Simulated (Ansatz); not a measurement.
Results of PBE-D3(BJ) (Ansatz, a quantum-chemistry and plane-wave program, plane waves, PAW) for cubic perovskite BaTiO3 (cubic high-temperature phase).

Run with plane-wave cutoff 500 eV, 8×8×8 k mesh, gaussian smearing 0.02 eV, no spin polarisation, scalar-relativistic PAW data made under PBE.

Cell (relaxed at this level):

```xyz
5
Lattice="3.9920 0.0000 0.0000 0.0000 3.9920 0.0000 0.0000 0.0000 3.9920" Properties=species:S:1:pos:R:3 pbc="T T T"
Ba     0.0000     0.0000     0.0000
Ti     1.9960     1.9960     1.9960
O      1.9960     0.0000     1.9960
O      0.0000     1.9960     1.9960
O      1.9960     1.9960     0.0000
```

**Question.** What does this level give for the band gap?

**Answer.** 
band gap: 1.83 eV (on the SCF k mesh)

Measured, for comparison: band gap 3.2 eV (temperature not stated, no zero-point or thermal correction; as tabulated in Matsushita et al. (2011), arXiv:1104.2769).

Note: the relaxation could not lower the start's symmetry, so the cell can be a saddle point above a distorted one.

Spin–orbit coupling is not included.

The result took around 10 core-seconds (rough).
